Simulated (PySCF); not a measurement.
Computed properties of methylamine (CH5N), SMILES CN

CH5N, SMILES CN. The structure is a stationary point at B3LYP-D3(BJ)/def2-TZVP. The values are those of a single conformer. All values are computed for the isolated molecule unless a solvent is named; none is compared with measurement here.

**Structure.** The optimised structure has Cs symmetry. All 15 harmonic modes at B3LYP-D3(BJ)/def2-TZVP (PySCF) are real, so it is a minimum.

**Vibrations.** The strongest infrared lines (harmonic, unscaled, degenerate partners summed) lie at 830 cm⁻¹ (168 km/mol, H 80 %, N 18 %), 2965 cm⁻¹ (95 km/mol, H 95 %), 303 cm⁻¹ (37 km/mol, H 98 %). The softest mode is at 303 cm⁻¹ and the zero-point energy is 40.0 kcal/mol.

**Electronic structure.** ωB97X/def2-TZVPD (PySCF) places the frontier levels at -9.37 and 2.17 eV, a gap of 11.54 eV, and gives a dipole moment of 1.34 D and a mean polarisability of 25.4 bohr³.

**Excitations.** TDA-PBE0/def2-TZVPD (PySCF) has S1 at 5.86 eV (212 nm, f = 0.010, weak); the most intense of the 10 singlets computed lies at 8.03 eV (f = 0.08). T1 (TDA) is at 5.58 eV, 0.28 eV under S1. No vertical singlet excitation falls in the visible range (under 3.1 eV).

**NMR.** GIAO shifts at HF/pcSseg-2 (PySCF) (non-relativistic, atoms alike by connectivity averaged): ¹³C at 30.9 ppm against TMS; ¹H from 0.4 to 2.4 ppm against TMS.
